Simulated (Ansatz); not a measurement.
Consider a rigid torsion scan of CH5BS, SMILES BCS (Ansatz's Python interface).

`ch5bs.py`
```python
# -*- coding: utf-8 -*-
'''Rigid torsion scan of CH5BS.'''

import ansatz as az
from ase import Atoms

atoms = Atoms(['B', 'C', 'S', 'H', 'H', 'H', 'H', 'H'], positions=[
    (-0.5833, 0.5056, -0.706),
    (0.5707, 0.173, 0.2463),
    (0.6944, -1.6272, 0.3923),
    (-1.2202, -0.2797, -1.2226),
    (-0.8712, 1.6783, -0.9563),
    (0.4009, 0.6393, 1.2464),
    (1.5425, 0.5863, -0.171),
    (-0.4416, -1.7327, 1.1152),
])

# relax first, so that the scan starts from a minimum
first = az.Crystal.molecule_from_ase(atoms).calculation()
first = first.basis(gaussian='6-31G*').functional('cam_b3lyp')
first = first.relax(force_tolerance=0.02, max_steps=80)
atoms.positions = first.run(threads=1).report['positions_ang']

start = atoms.get_dihedral(0, 1, 2, 7)
energies = {}
for turn in range(0, 360, 40):
    turned = atoms.copy()
    turned.set_dihedral(0, 1, 2, 7, start + turn, indices=[2, 7])
    setup = az.Crystal.molecule_from_ase(turned).calculation()
    setup = setup.basis(gaussian='6-31G*')
    setup = setup.functional('cam_b3lyp')
    energies[round((start + turn) % 360)] = setup.run(threads=1).report['free_energy_ev']
floor = min(energies.values())
print('dihedral B0-C1-S2-H7 (deg)   E - E(min) (eV)')
for angle, e in sorted(energies.items()):
    print(f'{angle:8d} {(e - floor):14.3f}  ' + '#' * int(30 * (e - floor) / max(max(energies.values()) - floor, 1e-9)))
```

Where along the turn do the lowest and the highest point lie, and how far apart are they?

The lowest point is at 333° and the highest at 253°, 0.087 eV (8.4 kJ/mol) above it, with the rest of the molecule held.

The output:

Output of `python ch5bs.py`:
```text
dihedral B0-C1-S2-H7 (deg)   E - E(min) (eV)
      13          0.015  #####
      53          0.038  #############
      93          0.084  ############################
     133          0.070  ########################
     173          0.004  #
     213          0.043  ##############
     253          0.087  ##############################
     293          0.033  ###########
     333          0.000
```

The scan is rigid and the energies are electronic, in a modest basis. With rigid groups the curve can differ much from the relaxed path, the start wasn't checked as a minimum of this torsion, and equivalent turns needn't return to the same energy. The whole script took 65 s on 1 thread of Arm Neoverse V1 (shared host), peak memory 0.21 GiB.

(A comment or docstring line of the script was reworded after the run, the code is as it ran; lines on the test bed's own set-up are left out of the output.)
